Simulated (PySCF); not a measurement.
## State search for BF⁺

Unrestricted PBE0; PySCF, no relativity, basis sets B def2-TZVPPD, F def2-TZVPPD. Outer shells of the fragments: B+ 2s2; F 2s2 2p5.

Followed along the bond (rough minima from three points):

```tsv
2Ms+1	unpaired	⟨S²⟩ at the start	R at minimum (Å)	Te (eV)
2	σ ↑	0.75	1.21	0.00
4	σ ↑, π ↑↑	3.75	none in the scan	≤ 8.18
```

Solutions found at the starting distance of 1.530 Å, counted from the lowest of them; the search is not exhaustive and high or unbound solutions are not listed, so other states can lie among these:

```json
{"2Ms+1": "2", "unpaired": "σ ↑", "term": "²Σ⁺", "E (eV)": "0.00", "⟨S²⟩": "0.75", "⟨Lz²⟩": "0.00", "μ (D)": "-5.07"}
{"2Ms+1": "2", "unpaired": "π ↑", "term": "²Π", "E (eV)": "4.05", "⟨S²⟩": "0.75", "⟨Lz²⟩": "1.00", "μ (D)": "-0.75"}
{"2Ms+1": "4", "unpaired": "σ ↑, π ↑↑", "term": "mixed", "E (eV)": "6.26", "⟨S²⟩": "3.75", "⟨Lz²⟩": "2.01", "μ (D)": "-1.53"}
{"2Ms+1": "4", "unpaired": "σ ↑, π ↑↑", "term": "mixed", "E (eV)": "6.47", "⟨S²⟩": "3.75", "⟨Lz²⟩": "2.00", "μ (D)": "-1.53"}
{"2Ms+1": "4", "unpaired": "σ ↑↑, π ↑", "term": "⁴Π", "E (eV)": "8.60", "⟨S²⟩": "3.75", "⟨Lz²⟩": "1.00", "μ (D)": "-1.73"}
```

A term symbol is given only where ⟨S²⟩ and ⟨Lz²⟩ are close to those of a pure state; real π, δ and φ orbitals otherwise mix terms. A positive dipole points towards F; it is taken about the centre of mass and depends on that origin.

Counting both spins, an empty level lies below a filled one in some of these solutions, because spin and occupation are held.
